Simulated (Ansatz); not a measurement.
C3H6O2 can be A, `C=C(O)OC`, or B, `CO/C=C/O`.

Calculated with Ansatz (gas phase, PBE0-D4/def2-TZVP geometries, no zero-point term in ΔE). CBS: MP2 limit from def2 TZ/QZ plus the TZ coupled-cluster correction, frozen cores. Functionals use def2-TZVPP. B3LYP here is the variant with VWN-RPA as its local correlation; programs differ in this. Each species was taken in one conformer, which may not be the lowest.

A:

```xyz
11

C    -0.518    1.361   -0.210
C    -0.859    0.086   -0.030
O    -2.139   -0.323    0.004
O    -0.036   -0.965    0.141
C     1.350   -0.703    0.130
H    -1.296    2.098   -0.334
H     0.513    1.675   -0.235
H    -2.137   -1.276    0.143
H     1.844   -1.661    0.281
H     1.621   -0.017    0.938
H     1.657   -0.275   -0.828
```

B:

```xyz
11

C    -1.281    0.965    0.555
O    -1.379   -0.137   -0.310
C    -0.220   -0.751   -0.629
C     1.008   -0.408   -0.246
O     2.088   -1.084   -0.760
H    -2.293    1.335    0.709
H    -0.664    1.758    0.117
H    -0.850    0.672    1.520
H    -0.375   -1.595   -1.290
H     1.221    0.433    0.405
H     2.746   -1.189   -0.069
```

(1) Which isomer does CCSD(T)/CBS put lower? Give the gap. (Estimate.)

(2) Give E(B) − E(A) in kJ/mol with CCSD/def2-TZVPP, MP2/def2-TZVPP, PBE-D4, r2SCAN-D4, CCSD(T)/def2-TZVPP, ωB97M-V, B3LYP-D4. (Estimate.)

Largest T1 diagnostic: 0.012.

Answers

(1) Ansatz gave: A, by 53.1 kJ/mol.

(2) Ansatz gave: CCSD/def2-TZVPP 53.7, MP2/def2-TZVPP 57.2, PBE-D4 51.4, r2SCAN-D4 58.4, CCSD(T)/def2-TZVPP 53.3, ωB97M-V 56.5, B3LYP-D4 52.5. None reverses the order clearly.

From PBE to PBE0 (25 % exact exchange), in def2-TZVPP and without D4, E(B) − E(A) moves by +4.0 kJ/mol.
